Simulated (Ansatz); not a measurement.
input.yaml (Ansatz)

```yaml
crystal:
  lattice:
    - [3.2691499476, 0.0, 0.0]
    - [-1.6345749738, 2.8311669034, 0.0]
    - [0.0, 0.0, 5.2206534148]
  atoms:
    - { symbol: Zr, position: [0.3333333333, 0.6666666667, 0.25], spin: 1.0, spin_axis: [0, 0, 1] }
    - { symbol: Zr, position: [0.6666666667, 0.3333333333, 0.75], spin: 1.0, spin_axis: [0, 0, 1] }
hamiltonian:
  xc: blyp
  pseudopotentials:
    kind: paw_fr
    azcp:
      Zr: "pseudopotentials/Zr.paw.azcp"
basis:
  ecutwfc: 420
  fft_grid_basis: typed
kpoints:
  mp_grid: { grid: [11, 11, 6], shift: [0, 0, 0] }
magnetization:
  noncollinear: true
  spin_orbit: true
scf:
  occupations: { method: fermi_dirac, width: 0.05 }
```

Output

```
Engine: ansatz 0.2.0, aarch64-unknown-linux-gnu
Pseudopotentials: kind: paw_fr
Pseudopotential: Zr, paw_fr, valence charge 12, recommended cutoff 420 eV (normal) 
Functional definition: BLYP
  parameter beta = 0.0042
  parameter a = 0.04918
  parameter b = 0.132
  parameter c = 0.2533
  parameter d = 0.349
  exchange = b88_x(beta = beta)
  correlation = lyp_c(a = a, b = b, c = c, d = d)
Crystal: 2 atoms, lattice volume = 48.320 Å³
Basis set: ecut = 420 eV, 965 PW (Γ), exchange–correlation on 48×48×72 points (8 copies of the dense FFT grid, shifted against one another)
Bands: 32, of which v1, the nominal top of the filled ones, is band 24 counted from 1 (23 counted from 0)
Symmetry: 12 space group operations + 12 with time reversal
Magnetic group: BNS 194.270 (UNI 1500), of the structure as read, at distance tolerance 3.6e-5 Å
k-points: 64 of 726 (time reversal used)
Projection manifold: j_resolved (fully-relativistic pseudo-atomic orbitals)
Non-local potential: Zr, projectors of the file, l = 0: 3, l = 1: 4, l = 2: 4, l = 3: 4
PAW form: soft (Blöchl's): semilocal exchange-correlation on the pseudo side does not see the compensation charge
PAW frozen core: Zr, regenerated for the run's functional, and the local potential with it (the file was generated under x = pbe(κ = 0.804, μ = 0.2195149727645171), c = pbe(β = 0.06672455060314922))
PAW one-centre angular grid: Zr, 590 points (default); XC on its mesh's 2737 points in the sphere
Initial density: superposition of atomic densities (chi_scale 0.1, normalization cell)
Starting moments: Σ|m| = 2 μB on 2 of 2 sites
Initial wavefunctions: pseudopotential atomic-orbital guess
Functional: x = b88, c = lyp
iter 1 solved again at ethr=1.35e-3 eV; its pass at ethr=3.10e-3 eV (dr2=3.23e-1 eV) is discarded
SCF iter   1: F=—  HF=-8394.563647 eV  |F-HF|=—  |Δ(HF+E_count)|=         —  Δρ=6.95e-2  dr2=3.33e-1  dr2_m=5.35e-1  ethr=1.35e-3  |M|=4.20e-1 ∫|m|=4.20e-1 μB  |m|>n=0.0e0 m-floor=0.0e0 τ_xc=3.3e-34  β_m=0.30  ⟨swp⟩=1.0  Hψ=11727  notcnv=0
spin=Noncollinear: Kerker preconditioning applied to the charge; magnetization (m_x, m_y, m_z) channels mix plain (no charge-response kernel on spin).
SCF iter   2: F=—  HF=-8394.636127 eV  |F-HF|=—  |Δ(HF+E_count)|=   7.25e-2  Δρ=5.09e-2  dr2=2.01e-1  dr2_m=2.87e-1  ethr=1.35e-3  |M|=3.33e-1 ∫|m|=3.33e-1 μB  |m|>n=0.0e0 m-floor=0.0e0 τ_xc=2.1e-7  β_m=0.30  ⟨swp⟩=2.0  Hψ=2470  notcnv=0
SCF iter   3: F=—  HF=-8394.653822 eV  |F-HF|=—  |Δ(HF+E_count)|=   1.77e-2  Δρ=3.71e-2  dr2=7.70e-3  dr2_m=1.52e-1  ethr=8.37e-4  |M|=2.63e-1 ∫|m|=2.63e-1 μB  |m|>n=0.0e0 m-floor=0.0e0 τ_xc=6.8e-7  β_m=0.30  ⟨swp⟩=2.4  Hψ=4005  notcnv=0
SCF iter   4: F=—  HF=-8394.688150 eV  |F-HF|=—  |Δ(HF+E_count)|=   3.43e-2  Δρ=2.76e-2  dr2=3.76e-3  dr2_m=8.45e-2  ethr=3.21e-5  |M|=1.97e-1 ∫|m|=1.97e-1 μB  |m|>n=0.0e0 m-floor=0.0e0 τ_xc=5.2e-7  β_m=0.30  ⟨swp⟩=2.2  Hψ=3211  notcnv=0
SCF iter   5: F=—  HF=-8394.708889 eV  |F-HF|=—  |Δ(HF+E_count)|=   2.07e-2  Δρ=2.05e-2  dr2=1.10e-4  dr2_m=4.68e-2  ethr=1.57e-5  |M|=1.48e-1 ∫|m|=1.49e-1 μB  |m|>n=0.0e0 m-floor=0.0e0 τ_xc=3.9e-7  β_m=0.30  ⟨swp⟩=2.3  Hψ=3094  notcnv=0
SCF iter   6: F=—  HF=-8394.720260 eV  |F-HF|=—  |Δ(HF+E_count)|=   1.14e-2  Δρ=1.53e-2  dr2=6.61e-5  dr2_m=2.59e-2  ethr=4.59e-7  |M|=1.13e-1 ∫|m|=1.13e-1 μB  |m|>n=0.0e0 m-floor=0.0e0 τ_xc=2.6e-7  β_m=0.30  ⟨swp⟩=2.1  Hψ=3849  notcnv=0
SCF iter   7: F=—  HF=-8394.726785 eV  |F-HF|=—  |Δ(HF+E_count)|=   6.52e-3  Δρ=1.14e-2  dr2=2.41e-6  dr2_m=1.43e-2  ethr=2.75e-7  |M|=8.64e-2 ∫|m|=8.68e-2 μB  |m|>n=0.0e0 m-floor=0.0e0 τ_xc=1.6e-7  β_m=0.30  ⟨swp⟩=2.1  Hψ=3639  notcnv=0
Mixer restart at iter 7: flushing history
spin-set hold released at iteration 7 (site moments contracting): the magnetisation degrees of freedom join the quasi-Newton model from the next iteration; the mixer history was flushed
SCF iter   8: F=—  HF=-8394.730487 eV  |F-HF|=—  |Δ(HF+E_count)|=   3.70e-3  Δρ=8.46e-3  dr2=3.05e-6  dr2_m=7.92e-3  ethr=1.00e-8  |M|=6.64e-2 ∫|m|=6.68e-2 μB  |m|>n=0.0e0 m-floor=0.0e0 τ_xc=1.0e-7  β_m=0.65  ⟨swp⟩=2.3  Hψ=3880  notcnv=0
SCF iter   9: F=—  HF=-8394.735483 eV  |F-HF|=—  |Δ(HF+E_count)|=   5.00e-3  Δρ=3.69e-4  dr2=4.36e-7  dr2_m=1.51e-5  ethr=1.00e-8  |M|=5.55e-3 ∫|m|=6.15e-3 μB  |m|>n=0.0e0 m-floor=0.0e0 τ_xc=1.3e-7  β_m=0.82  ⟨swp⟩=4.0  Hψ=5376  notcnv=0
SCF iter  10: F=—  HF=-8394.735513 eV  |F-HF|=—  |Δ(HF+E_count)|=   3.00e-5  Δρ=1.30e-4  dr2=1.10e-7  dr2_m=1.88e-6  ethr=4.17e-10  |M|=2.08e-3 ∫|m|=2.39e-3 μB  |m|>n=0.0e0 m-floor=0.0e0 τ_xc=1.8e-8  β_m=0.91  ⟨swp⟩=3.0  Hψ=5392  notcnv=0
iter 11 did not close the SCF: its close was put off for a magnetic moment that had not settled (scf_convergence_deferred on its scf_iter line)
SCF iter  11: F=-8394.735518 eV  HF=-8394.735518 eV  |F-HF|=3.02e-8  |Δ(HF+E_count)|=   5.05e-6  Δρ=8.31e-6  dr2=6.15e-9  dr2_m=7.65e-9  ethr=4.17e-10  |M|=8.03e-5 ∫|m|=1.77e-4 μB  |m|>n=0.0e0 m-floor=0.0e0 τ_xc=1.4e-11  β_m=0.96  ⟨swp⟩=3.0  Hψ=5385  notcnv=0
iter 12 did not close the SCF: its close was put off for a magnetic moment that had not settled (scf_convergence_deferred on its scf_iter line)
SCF iter  12: F=-8394.735518 eV  HF=-8394.735518 eV  |F-HF|=4.06e-10  |Δ(HF+E_count)|=   4.69e-8  Δρ=1.07e-6  dr2=4.39e-10  dr2_m=1.27e-10  ethr=2.56e-11  |M|=2.05e-6 ∫|m|=2.42e-5 μB  |m|>n=0.0e0 m-floor=0.0e0 τ_xc=1.2e-12  β_m=0.98  ⟨swp⟩=1.0  Hψ=5787  notcnv=0
SCF iter  13: F=-8394.735518 eV  HF=-8394.735518 eV  |F-HF|=2.36e-11  |Δ(HF+E_count)|=  6.80e-10  Δρ=2.47e-7  dr2=2.27e-11  dr2_m=6.79e-12  ethr=1.83e-12  |M|=2.06e-6 ∫|m|=4.30e-6 μB  |m|>n=0.0e0 m-floor=0.0e0 τ_xc=1.1e-13  ⟨swp⟩=1.0  Hψ=5894  notcnv=0
WARN: the starting moments were not kept: the SCF closed with an absolute magnetisation of 4.3e-6 μB, where they sum to 2 μB in size (2 sites). That is at most 0.1 of that sum. Measured as dr2_m measures the in/out step, that magnetisation stands 1.7e-12 eV from none, at or under the dr2_threshold of 1.0e-7 eV: it is no larger than a step whose dr2_m would equal this threshold. The system may hold no moment; this SCF shows only that its start led to no more than that. To try another start: raise the starting moments (crystal.atoms[].spin, magnetization.per_species, magnetization.initial_magnetization, or on a non-collinear deck that types none of these the spinor_matrix: blocks that start its atoms; where the total moment is fixed, keep their sum and leave initial_magnetization as it is; typed ones take the place of any that the run laid by itself, positive ones on a crystal's lanthanoids without a Hubbard term where scf.initial_density.shell_occupations: [] is typed) or, if the notice of its spin-set hold's release reads "site moments contracting" or "site moments show no strong build", lengthen the hold (scf.mixing.spin_hold: { on: { confirm: 4 } }; for m-r²SCAN on two components see the key's manual first). Each may lead to a state that holds a moment. A second SCF, from the converged charge density, with the starting moments and any scf.initial_density.shell_occupations laid on it anew, would have followed, and was not run: the deck does not ask for one (magnetization.retry_lost_moments is false, the default). To let it run, set magnetization.retry_lost_moments: true and run the deck again, where that key's refused combinations let it; where memory then withholds it, that run's warning says so.
SCF 1 converged in 13 iterations: F = -8394.735518 eV  dr2 = 2.27e-11
SCF converged after 13 iterations
Stability not checked: this state was not tested for a lower state beside it, because this non-collinear magnet's GGA is evaluated by the locally collinear projection, under which the energy is not smooth in the magnetisation (locally_collinear_gga; see scf.lower_state_search)
Magnetization: |M| = 0.0000 μB,  M = (+0.0000, -0.0000, -0.0000) μB
Absolute magnetization: 0.0000 μB (∫|m|, with the PAW one-centre terms)
  site 0: m = (+0.0000, -0.0000, -0.0000) μB, |m| = 0.0000 μB  (R = 1.33 Å)
  site 1: m = (-0.0000, +0.0000, -0.0000) μB, |m| = 0.0000 μB  (R = 1.33 Å)
Free energy (F): -8394.735518 eV
Harris-Foulkes:  -8394.735518 eV  (|F-HF|=2.36e-11)
Internal energy: -8394.719491 eV  (E = F + TS)
E sigma→0 (E₀):  -8394.727504 eV
Entropy (-TS):   -0.016027 eV (-8.013 meV/atom)
Fermi energy:    13.910008 eV
--- Per-component energies (eV) ---
  E_band       = -198.257983
  E_kinetic    = 664.636400
  E_local      = -1293.713588  (includes V_loc(G=0)·N_el)
  E_nonlocal   = 161.914114
  E_hartree    = 401.682813
  E_xc         = -316.800503
  E_vxc        = -373.270154  (∫ρ·V_xc dr)
  E_paw        = -5941.166137  (= ΣΔE_a)
  E_vpaw       = -161.190413  (= ΣTr[D̂ρ^β])
  E_aug_tail   = 0.000052  (compensation charges beyond the density's cutoff)
  E_ewald      = -2071.433514
  E_core_change = 0.160872  (= ΣΔE_core)
  E_smearing   = -0.016027  (= −TS)
  E_closure    = 0.000000  (closes the sum)
  Σ components = -8394.735518   (vs F -8394.735518, Δ=0.00e0)
```
